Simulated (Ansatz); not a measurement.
Species: C$_{2}$H$_{3}$O$_{2}$, charge 0, multiplicity 2. It need not be the lowest isomer of its formula. 
Geometry from a B3LYP-D3(BJ)/def2-TZVP (Ansatz, a first-principles code) optimisation:
SMILES: [CH2]OC=O
```xyz
7

C     -0.8900    -0.0050     0.0066
O     -0.8153    -1.0156     0.6401
O      0.1687     0.7169    -0.4503
H     -1.8118     0.4969    -0.3047
C      1.4272     0.2754    -0.1782
H      1.5540    -0.6302     0.3892
H      2.2073     0.9005    -0.5732
```
Charge 0, spin multiplicity 2.

Parts of the frozen-core correlation energy in aug-cc-pVDZ (Ansatz, hartree). Frozen orbitals: 4; correlated occupied orbitals by spin: 12 and 11; virtual: 103 and 104. Open shells are spin-unrestricted. No spin-orbit coupling. Non-relativistic.

```tsv
term	value
reference (HF)	-227.18904
MP2 opposite-spin	-0.47139
MP2 same-spin	___
CCSD correlation	___
(T)	___
T1 diagnostic	0.020
largest doubles amplitude	0.033
<S^2> of the reference	0.763
```

Question: Some entries are withheld; supply them.

Answer: 
- MP2 same-spin, value: -0.16924
- CCSD correlation, value: -0.66510
- (T), value: -0.02426
